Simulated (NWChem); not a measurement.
# hydrogen isocyanide (CHN); SMILES [C-]#[NH+]

Program: NWChem. Pople sets run with spherical d functions. Each level has its own optimisation. Computed dipoles belong to the equilibrium geometry; the measured one is vibrationally averaged.

Measured dipole moment: 3.05 D (NIST CCCBDB, as tabulated in the package chemicals).

### Question
Which of these levels lies farthest from the measured value, and how do the others fare: Hartree-Fock/6-31G*; Hartree-Fock/STO-3G; Hartree-Fock/3-21G; Hartree-Fock/6-31+G*; Hartree-Fock/6-311++G**; Hartree-Fock/6-311G**?

### Answer
Hartree-Fock/STO-3G.
| level | dipole moment (D) | computed − measured |
|---|---|---|
| Hartree-Fock/STO-3G | 2.46 | -0.59 |
| Hartree-Fock/3-21G | 2.81 | -0.24 |
| Hartree-Fock/6-31G* | 2.83 | -0.22 |
| Hartree-Fock/6-31+G* | 2.93 | -0.12 |
| Hartree-Fock/6-311G** | 2.95 | -0.10 |
| Hartree-Fock/6-311++G** | 2.94 | -0.11 |
